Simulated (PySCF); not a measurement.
Li₂(OH)₂, optimised at PBE/def2-SVP:

```xyz
6

Li     0.0103     1.0966     0.2262
O      1.3548    -0.0418     0.1148
Li    -0.0191    -1.0932    -0.2357
O     -1.3636     0.0452    -0.1243
H      2.3164    -0.0726     0.1991
H     -2.3252     0.0760    -0.2086
```

Energies from PySCF (xtb for GFN2), thermal terms from the rigid-rotor harmonic-oscillator model, ideal gas at 1 bar. 6-31G* has spherical d functions here. All species are closed-shell singlets. B3LYP is the form with VWN-RPA correlation. Warning, point group unlike the PBE0 one: Li₂(OH)₂ (B3LYP/6-31G*).

Question: List the harmonic frequencies (cm⁻¹, unscaled) at this level and at the other levels, each on its own geometry.

Answer: 
- PBE/def2-SVP: 254, 263, 343, 386, 467, 543, 588, 686, 687, 763, 3859, 3860
- B3LYP/6-31G*: 60, 194, 273, 380, 506, 551, 592, 659, 698, 756, 3887, 3887
- GFN2-xTB: 210, 324, 390, 393, 417, 472, 593, 611, 623, 644, 3675, 3683
- HF/6-31G*: 183, 262, 287, 393, 532, 572, 610, 674, 708, 772, 4199, 4200
- PBE0/def2-TZVP: 278, 282, 340, 383, 489, 555, 573, 660, 669, 736, 4018, 4018
